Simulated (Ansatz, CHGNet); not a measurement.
# Lattice parameter a of rock-salt KI at several levels of theory

No measured value is used here.

Question: Put these levels in order of the lattice parameter a that they give for rock-salt KI, smallest first: CHGNet-r²SCAN (CHGNet), HSE06 (Ansatz, a program for electronic structure), rVV10 (Ansatz), r²SCAN+SOC (Ansatz).

Answer: rVV10 (7.003 Å), r²SCAN+SOC (7.094 Å), HSE06 (7.144 Å), CHGNet-r²SCAN (7.204 Å)

Cutoffs and k meshes differ between the levels. Ansatz's density-functional and Hartree–Fock values are scalar-relativistic unless marked +SOC, with PAW data made under PBE.

Machine-learned potentials (CHGNet-r²SCAN) are trained on DFT data, which may include these solids.
